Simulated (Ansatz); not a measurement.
# Molecular dynamics of BClH3

The input (input.yaml):

```yaml
crystal:
  periodic: [false, false, false]
  atoms:
    - { symbol: B, position_ang: [0.0, 0.0, -0.057206] }
    - { symbol: Cl, position_ang: [1.0e-06, 0.0, 2.231572] }
    - { symbol: H, position_ang: [1.098728, 0.0, -0.569722] }
    - { symbol: H, position_ang: [-1.098728, 0.0, -0.569723] }
    - { symbol: H, position_ang: [0.0, 1.0e-06, 3.665079] }
magnetization:
  spin_polarized: true
  initial_magnetization: 1
basis:
  gaussian: { orbitals: def2-SVP }
hamiltonian:
  xc: revpbe
  dispersion: d4
md:
  timestep: 0.5
  n_steps: 200
  ensemble: nve
  temperature: 100.0
  initial_velocities: maxwell_boltzmann
  seed: 2469
```

Launched with:

```bash
$ ansatz run input.yaml --threads 1 --pin off --max-ram 2048MiB --backend cpu --events-out ev --progress --plain --runs-dir out
```

It starts at the highest image of a converged band. Of that band: A vibrational analysis at the climbing image gives 2 clearly imaginary modes (802i, 368i cm⁻¹): a point of higher order, so a lower path passes nearby.

Output, in part (step lines, the closing report, with atoms numbered from 0):

```
md step     0: t =     0.00 fs  T =   100.0 K  F+E_penalty+E_count = -13237.46887704 eV  E_kin = 0.038778 eV  conserved = -13237.43009904 eV  (81 SCF iters)
md step     1: t =     0.50 fs  T =    99.4 K  F+E_penalty+E_count = -13237.46862638 eV  E_kin = 0.038530 eV  conserved = -13237.43009642 eV  (32 SCF iters)
md step     2: t =     1.00 fs  T =    97.2 K  F+E_penalty+E_count = -13237.46779894 eV  E_kin = 0.037711 eV  conserved = -13237.43008784 eV  (29 SCF iters)
md step     3: t =     1.50 fs  T =    94.0 K  F+E_penalty+E_count = -13237.46653139 eV  E_kin = 0.036456 eV  conserved = -13237.43007513 eV  (28 SCF iters)
md step     4: t =     2.00 fs  T =    90.2 K  F+E_penalty+E_count = -13237.46502648 eV  E_kin = 0.034966 eV  conserved = -13237.43006070 eV  (28 SCF iters)
md step     5: t =     2.50 fs  T =    86.3 K  F+E_penalty+E_count = -13237.46351535 eV  E_kin = 0.033468 eV  conserved = -13237.43004700 eV  (28 SCF iters)
md step     6: t =     3.00 fs  T =    83.0 K  F+E_penalty+E_count = -13237.46222008 eV  E_kin = 0.032184 eV  conserved = -13237.43003571 eV  (28 SCF iters)
md step     7: t =     3.50 fs  T =    80.7 K  F+E_penalty+E_count = -13237.46132429 eV  E_kin = 0.031296 eV  conserved = -13237.43002801 eV  (28 SCF iters)
[... lines left out ...]
Total energy: -13238.46888149 eV, -486.5047580381 hartree
Atom 0 at    -0.086720    -0.266241     0.502166 Å, force    -0.314997     2.202621    -4.805909 eV/Å
Atom 1 at     0.013217     0.088060     2.140430 Å, force     0.186722    -0.518348     3.668969 eV/Å
Atom 2 at     1.190907     0.194839     0.288669 Å, force    -0.538478    -0.386678    -0.618363 eV/Å
Atom 3 at    -1.032007     0.502002     0.033429 Å, force     0.792062    -1.170460     0.059839 eV/Å
Atom 4 at     0.306321    -0.938580    -0.589951 Å, force    -0.125309    -0.127135     1.695463 eV/Å
Dipole moment:     0.135858    -0.079076    -0.001562 e Å
```

The steps, from the saved trajectory:

```csv
time (fs),T (K),potential energy less start (eV),conserved less start (meV/atom)
0.0,100,0.000,0.00
3.0,83,0.007,0.01
6.0,91,0.003,0.01
9.0,156,-0.022,0.02
12.0,274,-0.067,0.00
15.0,418,-0.123,0.02
18.0,666,-0.220,-0.02
21.0,839,-0.287,-0.01
24.0,991,-0.346,-0.01
27.0,1139,-0.403,-0.02
30.0,1207,-0.429,0.00
33.0,1222,-0.435,-0.03
36.0,1220,-0.434,0.00
39.0,1341,-0.482,-0.05
42.0,1289,-0.461,0.01
45.0,1185,-0.421,-0.01
48.0,1074,-0.378,0.01
51.0,1039,-0.364,-0.05
54.0,750,-0.252,-0.04
57.0,331,-0.089,0.05
60.0,481,-0.147,0.10
63.0,1417,-0.511,-0.06
66.0,2246,-0.833,-0.18
69.0,2297,-0.853,-0.17
72.0,1833,-0.673,-0.07
75.0,1459,-0.528,-0.14
78.0,1378,-0.494,0.26
81.0,2620,-0.979,-0.37
84.0,2719,-1.016,-0.10
87.0,2740,-1.024,-0.03
90.0,3181,-1.196,-0.31
93.0,2786,-1.041,0.23
96.0,3163,-1.188,-0.13
99.0,2954,-1.107,-0.10
```

All steps were run. The conserved energy stayed within 0.39 meV per atom of its start (net change -0.0078 meV per atom), so the integration is sound. The system heated up, since it started high on the potential surface and ran downhill. A run of 0.1 ps of so small a system gives no equilibrium averages.

The step under study would form Cl2–H5 and break B1–Cl2. These pairs go: Cl2–H5 1.43 → 2.93 Å, B1–Cl2 2.29 → 1.68 Å. In the last frame they stand as before the step (other bonds may differ from the relaxed reactants and products). Also joined: B1–H5 3.72 → 1.34 Å. It ends as one piece, BClH3. Pairs count as bonded within 1.25 times the sum of covalent radii (0.12 Å more for H–H).

Last frame:

```xyz
5
Properties=species:S:1:pos:R:3
B -0.087 -0.266 0.502
Cl 0.013 0.088 2.140
H 1.191 0.195 0.289
H -1.032 0.502 0.033
H 0.306 -0.939 -0.590
```

Run time: 4.2 min on 1 thread of Arm Neoverse V1 (shared host), peak memory 0.086 GiB.
